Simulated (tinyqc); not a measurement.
Worked calculation: MP2 on RHF in the sto-3g basis, frozen core, for H2F+, spin multiplicity 1. Computed by tinyqc, a small Python program that keeps every step (integrals from PySCF). Settings: charge = 1, multiplicity = 1, basis = sto-3g, method = RHF, frozen orbitals = 1, energy threshold = 1e-10, iteration cap = 62, orthogonalisation = symmetric, start = atomic densities, DIIS depth = 6. Command: `OMP_NUM_THREADS=1 python tinyqc.py 26529 26530 out.jsonl` (the two numbers bound the seeds that draw the settings). One thread of a shared host (Intel(R) Xeon(R) Processor @ 2.60GHz), about 0.2 s of CPU time with the checks. The early iterations of the SCF are left out here.

## One-electron integrals

Geometry (angstrom):
```
atom         x          y         z
F     0.000000   0.000000  0.000000
H     0.000000   1.005000  0.592000
H     0.000000  -1.005000  0.592000
```

Basis sto-3g: exponents (1/bohr^2) and contraction coefficients of normalised primitives:
```
element  l (shell)    exponent  coefficient
F            s (1)  166.679130     0.154329
F            s (1)   30.360812     0.535328
F            s (1)    8.216821     0.444635
F            s (2)    6.464803    -0.099967
F            s (2)    1.502281     0.399513
F            s (2)    0.488588     0.700115
F            p (3)    6.464803     0.155916
F            p (3)    1.502281     0.607684
F            p (3)    0.488588     0.391957
H            s (1)    3.425251     0.154329
H            s (1)    0.623914     0.535328
H            s (1)    0.168855     0.444635
```

Overlap, kinetic and nuclear-attraction integrals over the contracted functions; the nuclear repulsion is the sum of Za Zb / Rab.

nuclear repulsion = 8.42958711 hartree

overlap S:
```
           1F 1s     1F 2s    1F 2px     1F 2py    1F 2pz     2H 1s      3H 1s
1F 1s   1.000000  0.237990  0.000000   0.000000  0.000000  0.027251   0.027251
1F 2s   0.237990  1.000000  0.000000   0.000000  0.000000  0.300333   0.300333
1F 2px  0.000000  0.000000  1.000000   0.000000  0.000000  0.000000   0.000000
1F 2py  0.000000  0.000000  0.000000   1.000000  0.000000  0.222584  -0.222584
1F 2pz  0.000000  0.000000  0.000000   0.000000  1.000000  0.131114   0.131114
2H 1s   0.027251  0.300333  0.000000   0.222584  0.131114  1.000000   0.117273
3H 1s   0.027251  0.300333  0.000000  -0.222584  0.131114  0.117273   1.000000
```

kinetic energy T (hartree):
```
            1F 1s      1F 2s    1F 2px     1F 2py    1F 2pz      2H 1s      3H 1s
1F 1s   36.984577  -0.212858  0.000000   0.000000  0.000000  -0.007722  -0.007722
1F 2s   -0.212858   1.037995  0.000000   0.000000  0.000000   0.031917   0.031917
1F 2px   0.000000   0.000000  3.248015   0.000000  0.000000   0.000000   0.000000
1F 2py   0.000000   0.000000  0.000000   3.248015  0.000000   0.101381  -0.101381
1F 2pz   0.000000   0.000000  0.000000   0.000000  3.248015   0.059719   0.059719
2H 1s   -0.007722   0.031917  0.000000   0.101381  0.059719   0.760032  -0.010226
3H 1s   -0.007722   0.031917  0.000000  -0.101381  0.059719  -0.010226   0.760032
```

nuclear attraction V (hartree):
```
             1F 1s       1F 2s      1F 2px      1F 2py      1F 2pz      2H 1s      3H 1s
1F 1s   -77.916948   -9.392753    0.000000    0.000000   -0.009447  -1.101464  -1.101464
1F 2s    -9.392753  -12.447644    0.000000    0.000000   -0.117232  -2.718869  -2.718869
1F 2px    0.000000    0.000000  -12.313031    0.000000    0.000000   0.000000   0.000000
1F 2py    0.000000    0.000000    0.000000  -12.406213    0.000000  -1.726326   1.726326
1F 2pz   -0.009447   -0.117232    0.000000    0.000000  -12.345364  -1.041750  -1.041750
2H 1s    -1.101464   -2.718869    0.000000   -1.726326   -1.041750  -5.507868  -0.754359
3H 1s    -1.101464   -2.718869    0.000000    1.726326   -1.041750  -0.754359  -5.507868
```

core Hamiltonian H = T + V (hartree):
```
             1F 1s       1F 2s     1F 2px     1F 2py     1F 2pz      2H 1s      3H 1s
1F 1s   -40.932371   -9.605611   0.000000   0.000000  -0.009447  -1.109186  -1.109186
1F 2s    -9.605611  -11.409648   0.000000   0.000000  -0.117232  -2.686952  -2.686952
1F 2px    0.000000    0.000000  -9.065017   0.000000   0.000000   0.000000   0.000000
1F 2py    0.000000    0.000000   0.000000  -9.158199   0.000000  -1.624945   1.624945
1F 2pz   -0.009447   -0.117232   0.000000   0.000000  -9.097349  -0.982031  -0.982031
2H 1s    -1.109186   -2.686952   0.000000  -1.624945  -0.982031  -4.747836  -0.764585
3H 1s    -1.109186   -2.686952   0.000000   1.624945  -0.982031  -0.764585  -4.747836
```

## Two-electron integrals

Functions are numbered as in S; the eight-fold symmetry (ij|kl) = (ji|kl) = (kl|ij) leaves the list below.

Two-electron integrals (ij|kl) in chemists' order, unique and non-zero (hartree):
```
(11|11) 5.403501    (21|11) 0.841920    (21|21) 0.156299    (22|11) 1.268028
(22|21) 0.292344    (22|22) 0.926167    (31|31) 0.027998    (32|31) 0.043169
(32|32) 0.204588    (33|11) 1.264502    (33|21) 0.292403    (33|22) 0.925959
(33|33) 0.997514    (41|41) 0.027998    (42|41) 0.043169    (42|42) 0.204588
(43|43) 0.053770    (44|11) 1.264502    (44|21) 0.292403    (44|22) 0.925959
(44|33) 0.889973    (44|44) 0.997514    (51|51) 0.027998    (52|51) 0.043169
(52|52) 0.204588    (53|53) 0.053770    (54|54) 0.053770    (55|11) 1.264502
(55|21) 0.292403    (55|22) 0.925959    (55|33) 0.889973    (55|44) 0.889973
(55|55) 0.997514    (61|11) 0.097583    (61|21) 0.017975    (61|22) 0.033451
(61|33) 0.033399    (61|41) 0.000624    (61|42) 0.001178    (61|44) 0.033518
(61|51) 0.000368    (61|52) 0.000694    (61|54) 0.000070    (61|55) 0.033441
(61|61) 0.002088    (62|11) 0.264270    (62|21) 0.061820    (62|22) 0.220577
(62|33) 0.217262    (62|41) 0.003622    (62|42) 0.029097    (62|44) 0.224482
(62|51) 0.002134    (62|52) 0.017140    (62|54) 0.004253    (62|55) 0.219767
(62|61) 0.007222    (62|62) 0.066420    (63|31) 0.006262    (63|32) 0.037902
(63|43) 0.006015    (63|53) 0.003543    (63|63) 0.009541    (64|11) 0.161125
(64|21) 0.038155    (64|22) 0.145753    (64|33) 0.139661    (64|41) 0.008209
(64|42) 0.055987    (64|44) 0.156203    (64|51) 0.001147    (64|52) 0.010653
(64|54) 0.006201    (64|55) 0.141227    (64|61) 0.004630    (64|62) 0.053934
(64|64) 0.053048    (65|11) 0.094912    (65|21) 0.022475    (65|22) 0.085856
(65|33) 0.082268    (65|41) 0.001147    (65|42) 0.010653    (65|44) 0.084925
(65|51) 0.006937    (65|52) 0.044177    (65|54) 0.007581    (65|55) 0.090277
(65|61) 0.002727    (65|62) 0.031770    (65|64) 0.025628    (65|65) 0.024638
(66|11) 0.446241    (66|21) 0.106072    (66|22) 0.437534    (66|33) 0.423597
(66|41) 0.007233    (66|42) 0.083023    (66|44) 0.454322    (66|51) 0.004261
(66|52) 0.048905    (66|54) 0.018099    (66|55) 0.434258    (66|61) 0.012448
(66|62) 0.174813    (66|64) 0.165445    (66|65) 0.097456    (66|66) 0.774606
(71|11) 0.097583    (71|21) 0.017975    (71|22) 0.033451    (71|33) 0.033399
(71|41) -0.000624   (71|42) -0.001178   (71|44) 0.033518    (71|51) 0.000368
(71|52) 0.000694    (71|54) -0.000070   (71|55) 0.033441    (71|61) 0.002058
(71|62) 0.007007    (71|64) 0.004157    (71|65) 0.002649    (71|66) 0.012003
(71|71) 0.002088    (72|11) 0.264270    (72|21) 0.061820    (72|22) 0.220577
(72|33) 0.217262    (72|41) -0.003622   (72|42) -0.029097   (72|44) 0.224482
(72|51) 0.002134    (72|52) 0.017140    (72|54) -0.004253   (72|55) 0.219767
(72|61) 0.007007    (72|62) 0.052495    (72|64) 0.029672    (72|65) 0.024273
(72|66) 0.110104    (72|71) 0.007222    (72|72) 0.066420    (73|31) 0.006262
(73|32) 0.037902    (73|43) -0.006015   (73|53) 0.003543    (73|63) 0.007231
(73|73) 0.009541    (74|11) -0.161125   (74|21) -0.038155   (74|22) -0.145753
(74|33) -0.139661   (74|41) 0.008209    (74|42) 0.055987    (74|44) -0.156203
(74|51) -0.001147   (74|52) -0.010653   (74|54) 0.006201    (74|55) -0.141227
(74|61) -0.004157   (74|62) -0.029672   (74|64) -0.009919   (74|65) -0.013490
(74|66) -0.058304   (74|71) -0.004630   (74|72) -0.053934   (74|74) 0.053048
(75|11) 0.094912    (75|21) 0.022475    (75|22) 0.085856    (75|33) 0.082268
(75|41) -0.001147   (75|42) -0.010653   (75|44) 0.084925    (75|51) 0.006937
(75|52) 0.044177    (75|54) -0.007581   (75|55) 0.090277    (75|61) 0.002649
(75|62) 0.024273    (75|64) 0.013490    (75|65) 0.018327    (75|66) 0.055818
(75|71) 0.002727    (75|72) 0.031770    (75|74) -0.025628   (75|75) 0.024638
(76|11) 0.069383    (76|21) 0.016393    (76|22) 0.064029    (76|33) 0.062897
(76|44) 0.064228    (76|51) 0.000898    (76|52) 0.008833    (76|55) 0.064894
(76|61) 0.001893    (76|62) 0.019162    (76|64) 0.013743    (76|65) 0.010518
(76|66) 0.054796    (76|71) 0.001893    (76|72) 0.019162    (76|74) -0.013743
(76|75) 0.010518    (76|76) 0.007080    (77|11) 0.446241    (77|21) 0.106072
(77|22) 0.437534    (77|33) 0.423597    (77|41) -0.007233   (77|42) -0.083023
(77|44) 0.454322    (77|51) 0.004261    (77|52) 0.048905    (77|54) -0.018099
(77|55) 0.434258    (77|61) 0.012003    (77|62) 0.110104    (77|64) 0.058304
(77|65) 0.055818    (77|66) 0.262416    (77|71) 0.012448    (77|72) 0.174813
(77|74) -0.165445   (77|75) 0.097456    (77|76) 0.054796    (77|77) 0.774606
```

## Orthogonalisation

S = U s U^T; symmetric (Loewdin) form X = U s^(-1/2) U^T, so that X^T S X = 1.

eigenvalues of S: 0.544398  0.621167  0.910205  1.000000  1.081971  1.261560  1.580698

X:
```
            1F 1s      1F 2s    1F 2px     1F 2py     1F 2pz      2H 1s      3H 1s
1F 1s    1.023263  -0.131925  0.000000   0.000000  -0.003613   0.014963   0.014963
1F 2s   -0.131925   1.097975  0.000000   0.000000   0.032289  -0.161328  -0.161328
1F 2px   0.000000   0.000000  1.000000   0.000000   0.000000   0.000000   0.000000
1F 2py   0.000000   0.000000  0.000000   1.044908   0.000000  -0.131553   0.131553
1F 2pz  -0.003613   0.032289  0.000000   0.000000   1.013753  -0.068998  -0.068998
2H 1s    0.014963  -0.161328  0.000000  -0.131553  -0.068998   1.069734  -0.044485
3H 1s    0.014963  -0.161328  0.000000   0.131553  -0.068998  -0.044485   1.069734
```

## Iteration 9 (converged): orbitals

converged F (hartree):
```
             1F 1s      1F 2s     1F 2px     1F 2py     1F 2pz      2H 1s      3H 1s
1F 1s   -26.525914  -6.765868   0.000000   0.000000  -0.018512  -0.789112  -0.789112
1F 2s    -6.765868  -3.538230   0.000000   0.000000  -0.068771  -0.877068  -0.877068
1F 2px    0.000000   0.000000  -0.967780   0.000000   0.000000   0.000000   0.000000
1F 2py    0.000000   0.000000   0.000000  -0.851448   0.000000  -0.458155   0.458155
1F 2pz   -0.018512  -0.068771   0.000000   0.000000  -0.903692  -0.312815  -0.312815
2H 1s    -0.789112  -0.877068   0.000000  -0.458155  -0.312815  -0.657176  -0.194513
3H 1s    -0.789112  -0.877068   0.000000   0.458155  -0.312815  -0.194513  -0.657176
```

Diagonalise F' = X^T F X, C = X C', fill 5 alpha and 5 beta electrons from the bottom; D = 2 C_occ C_occ^T. Each column has its largest component positive (the first on a tie).

F' = X^T F X (hartree):
```
            1          2          3          4          5          6          7
1  -26.050962  -3.424984   0.000000   0.000000  -0.033505  -0.067373  -0.067373
2   -3.424984  -2.256319   0.000000   0.000000   0.025352  -0.367525  -0.367525
3    0.000000   0.000000  -0.967780   0.000000   0.000000   0.000000   0.000000
4    0.000000   0.000000   0.000000  -0.693740   0.000000  -0.364411   0.364411
5   -0.033505   0.025352   0.000000   0.000000  -0.849102  -0.224883  -0.224883
6   -0.067373  -0.367525   0.000000  -0.364411  -0.224883  -0.376213  -0.040977
7   -0.067373  -0.367525   0.000000   0.364411  -0.224883  -0.040977  -0.376213
```

orbital energies (hartree): MO1 -26.535247, MO2 -1.943146, MO3 -1.060127, MO4 -0.977164, MO5 -0.967780, MO6 -0.118016, MO7 0.031152

coefficients C:
```
              MO1        MO2        MO3        MO4       MO5        MO6        MO7
1F 1s    0.994876  -0.253795   0.000000   0.052061  0.000000   0.089619   0.000000
1F 2s    0.021465   0.971476   0.000000  -0.257992  0.000000  -0.515039   0.000000
1F 2px   0.000000   0.000000   0.000000   0.000000  1.000000   0.000000   0.000000
1F 2py   0.000000   0.000000   0.743822   0.000000  0.000000   0.000000   0.757083
1F 2pz   0.001561   0.068408   0.000000   0.889203  0.000000  -0.492858   0.000000
2H 1s   -0.003179   0.077496   0.349300   0.222286  0.000000   0.707921  -0.718358
3H 1s   -0.003179   0.077496  -0.349300   0.222286  0.000000   0.707921   0.718358
```

D after iteration 9:
```
            1F 1s      1F 2s    1F 2px     1F 2py     1F 2pz      2H 1s      3H 1s
1F 1s    2.113802  -0.477264  0.000000   0.000000   0.060970  -0.022516  -0.022516
1F 2s   -0.477264   2.021571  0.000000   0.000000  -0.325833   0.035738   0.035738
1F 2px   0.000000   0.000000  2.000000   0.000000   0.000000   0.000000   0.000000
1F 2py   0.000000   0.000000  0.000000   1.106542   0.000000   0.519634  -0.519634
1F 2pz   0.060970  -0.325833  0.000000   0.000000   1.590727   0.405907   0.405907
2H 1s   -0.022516   0.035738  0.000000   0.519634   0.405907   0.354875  -0.133168
3H 1s   -0.022516   0.035738  0.000000  -0.519634   0.405907  -0.133168   0.354875
```

## Convergence

Stop when the energy changes by less than 1e-10 hartree and every element of the error matrix X^T (F D S - S D F) X is below 3e-06.

Course of the cycle:
```
iteration   E (hartree)     change  largest element of the error matrix
1          -93.86067671          -                             8.11e-01
2          -98.65630306  -4.80e+00                             3.16e-01
3          -98.80326331  -1.47e-01                             3.44e-02
4          -98.80481849  -1.56e-03                             6.67e-03
5          -98.80486006  -4.16e-05                             2.94e-04
6          -98.80486015  -9.22e-08                             5.42e-05
7          -98.80486016  -1.10e-08                             2.08e-05
8          -98.80486016  -7.33e-10                             7.80e-08
9          -98.80486016   1.42e-14                             2.13e-10
```

PySCF RHF in the same basis = -98.80486016 hartree

Converged in 9 iterations.

## Integrals over molecular orbitals

(pq|rs) = sum C_ip C_jq C_kr C_ls (ij|kl), one index at a time.

one-electron integrals over orbitals h = C^T H C (hartree):
```
            1          2          3          4          5          6          7
1  -40.914900   0.701580   0.000000  -0.132941   0.000000  -0.239617   0.000000
2    0.701580  -9.534675   0.000000   0.343267   0.000000   1.190589   0.000000
3    0.000000   0.000000  -7.727717   0.000000   0.000000   0.000000  -2.281242
4   -0.132941   0.343267   0.000000  -8.508674   0.000000   1.512511   0.000000
5    0.000000   0.000000   0.000000   0.000000  -9.065017   0.000000   0.000000
6   -0.239617   1.190589   0.000000   1.512511   0.000000  -5.254446   0.000000
7    0.000000   0.000000  -2.281242   0.000000   0.000000   0.000000  -5.825318
```

Two-electron integrals over orbitals (pq|rs), unique and non-zero (hartree); the lowest 1 orbital is frozen and left out:
```
(22|22) 0.860559    (32|32) 0.149647    (33|22) 0.736051    (33|33) 0.698862
(42|22) -0.011394   (42|33) -0.006879   (42|42) 0.164479    (43|32) 0.009507
(43|43) 0.047713    (44|22) 0.817015    (44|33) 0.689505    (44|42) -0.078914
(44|44) 0.865847    (52|52) 0.185048    (53|53) 0.036565    (54|52) -0.027994
(54|54) 0.051103    (55|22) 0.885701    (55|33) 0.725560    (55|42) -0.048465
(55|44) 0.825717    (55|55) 0.997514    (62|22) -0.128485   (62|33) -0.077412
(62|42) -0.047810   (62|44) -0.091983   (62|55) -0.133374   (62|62) 0.064577
(63|32) 0.025883    (63|43) 0.020773    (63|63) 0.074801    (64|22) -0.158231
(64|33) -0.089929   (64|42) 0.007179    (64|44) -0.161998   (64|55) -0.162352
(64|62) 0.057172    (64|64) 0.082734    (65|52) -0.046557   (65|54) -0.011254
(65|65) 0.021748    (66|22) 0.527802    (66|33) 0.520069    (66|42) 0.059718
(66|44) 0.508319    (66|55) 0.509385    (66|62) -0.039822   (66|64) -0.020049
(66|66) 0.518901    (72|32) 0.074236    (72|43) -0.017496   (72|63) -0.021976
(72|72) 0.059066    (73|22) 0.229412    (73|33) 0.168144    (73|42) -0.050220
(73|44) 0.207519    (73|55) 0.244775    (73|62) -0.064186   (73|64) -0.095175
(73|66) 0.010789    (73|73) 0.167993    (74|32) -0.047158   (74|43) 0.005415
(74|63) -0.046477   (74|72) -0.010552   (74|74) 0.046551    (75|53) 0.025874
(75|75) 0.020119    (76|32) -0.084932   (76|43) -0.053088   (76|63) -0.094136
(76|72) 0.001353    (76|74) 0.060837    (76|76) 0.167968    (77|22) 0.588664
(77|33) 0.585437    (77|42) 0.005055    (77|44) 0.567191    (77|55) 0.578557
(77|62) -0.038675   (77|64) -0.032355   (77|66) 0.513547    (77|73) 0.070772
(77|77) 0.551162
```

## Second-order Moller-Plesset energy

Hartree-Fock energy = -98.80486016 hartree

E2 = sum_ijab (ia|jb) [2 (ia|jb) - (ib|ja)] / (e_i + e_j - e_a - e_b) over occupied i, j and virtual a, b; the opposite-spin part is (ia|jb)^2 / denominator, the rest is same-spin, and SCS-MP2 scales them by 6/5 and 1/3.

Terms:
```
i  j  a  b    (ia|jb)    (ib|ja)  denominator       term
3  3  7  7   0.167993   0.167993    -2.182558  -0.012930
3  4  7  6  -0.095175  -0.046477    -1.950428  -0.007021
4  3  6  7  -0.095175  -0.046477    -1.950428  -0.007021
4  4  6  6   0.082734   0.082734    -1.718297  -0.003984
3  3  6  6   0.074801   0.074801    -1.884223  -0.002970
3  2  7  6  -0.064186  -0.021976    -2.916410  -0.002342
2  3  6  7  -0.064186  -0.021976    -2.916410  -0.002342
2  4  6  6   0.057172   0.057172    -2.684279  -0.001218
4  2  6  6   0.057172   0.057172    -2.684279  -0.001218
2  2  6  6   0.064577   0.064577    -3.650262  -0.001142
4  4  7  7   0.046551   0.046551    -2.016632  -0.001075
2  2  7  7   0.059066   0.059066    -3.948596  -0.000884
5  5  6  6   0.021748   0.021748    -1.699529  -0.000278
5  5  7  7   0.020119   0.020119    -1.997864  -0.000203
3  2  6  7  -0.021976  -0.064186    -2.916410   0.000152
2  3  7  6  -0.021976  -0.064186    -2.916410   0.000152
3  4  6  7  -0.046477  -0.095175    -1.950428   0.000053
4  3  7  6  -0.046477  -0.095175    -1.950428   0.000053
4  2  7  7  -0.010552  -0.010552    -2.982614  -0.000037
2  4  7  7  -0.010552  -0.010552    -2.982614  -0.000037
```

Pair energies (hartree; pair i-j sums ij and ji):
```
pair  opposite spin  same spin
2-2       -0.002026   0.000000
3-2       -0.003156  -0.001222
3-3       -0.015900   0.000000
4-2       -0.002510   0.000000
4-3       -0.011504  -0.002432
4-4       -0.005058   0.000000
5-5       -0.000481   0.000000
```

MP2 correlation energy = -0.04428849 hartree

SCS-MP2 correlation energy = -0.04997982 hartree

MP2 total energy = -98.84914865 hartree
